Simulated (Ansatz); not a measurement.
Geometry optimisation, RKS B3LYP-D4/def2-SVP in Ansatz.

The input (input.yaml):

```yaml
crystal:
  periodic: [false, false, false]
  atoms:
    - { symbol: Si, position_ang: [0.0, 0.0, 0.0] }
    - { symbol: F, position_ang: [0.9996, 0.0, 1.4848] }
    - { symbol: H, position_ang: [1.6189, 0.0, 0.3673] }
    - { symbol: F, position_ang: [-0.7489, 1.2974, -0.5295] }
    - { symbol: H, position_ang: [-0.6877, -1.1914, -0.4862] }
basis:
  gaussian: { orbitals: def2-SVP }
hamiltonian:
  xc: b3lyp
  dispersion: d4
relax:
  f_tol: 0.15
  max_steps: 25
  restrain:
    - { distance: [1, 2], at: 0.92, k: 30.0 }
    - { distance: [0, 1], at: 2.79, k: 30.0 }
    - { distance: [0, 2], at: 2.66, k: 30.0 }
output:
  orbitals: {}
```

Run as:

```bash
$ ansatz run input.yaml --threads 1 --pin off --max-ram 2048MiB --backend cpu --events-out ev --progress --plain --runs-dir out
```

Problem. Where does it end, and by what steps?

Solution. The run converged. The restraints hold the end off the free minimum. After 9 steps the energy has fallen by 1.198 eV (the restraints' own energy left out); Si1 moved furthest, 0.81 Å. Parted: Si1–F2 (1.79 → 2.78 Å). Joined: F2–H3 (1.28 → 0.93 Å).

```json
{"step": "0", "energy less start (eV)": "0.0000", "largest force component (eV/Å)": "5.694", "accepted": "yes"}
{"step": "1", "energy less start (eV)": "1.2133", "largest force component (eV/Å)": "8.204", "accepted": "yes"}
{"step": "2", "energy less start (eV)": "1.6270", "largest force component (eV/Å)": "8.477", "accepted": "yes"}
{"step": "3", "energy less start (eV)": "0.4330", "largest force component (eV/Å)": "6.025", "accepted": "yes"}
{"step": "4", "energy less start (eV)": "-0.6852", "largest force component (eV/Å)": "2.475", "accepted": "yes"}
{"step": "5", "energy less start (eV)": "-1.1315", "largest force component (eV/Å)": "0.969", "accepted": "yes"}
{"step": "6", "energy less start (eV)": "-1.1738", "largest force component (eV/Å)": "0.431", "accepted": "yes"}
{"step": "7", "energy less start (eV)": "-1.1937", "largest force component (eV/Å)": "0.251", "accepted": "yes"}
{"step": "8", "energy less start (eV)": "-1.1933", "largest force component (eV/Å)": "0.612", "accepted": "yes"}
{"step": "9", "energy less start (eV)": "-1.1980", "largest force component (eV/Å)": "0.297", "accepted": "yes"}
```

```xyz
5
Properties=species:S:1:pos:R:3
Si -0.077 -0.024 -0.809
F 1.366 -0.101 1.566
H 1.968 0.106 0.891
F -1.037 1.260 -0.467
H -1.037 -1.135 -0.345
```

Time of the run: 11 s on 1 thread of Arm Neoverse V2 (shared host), peak memory 0.1 GiB.
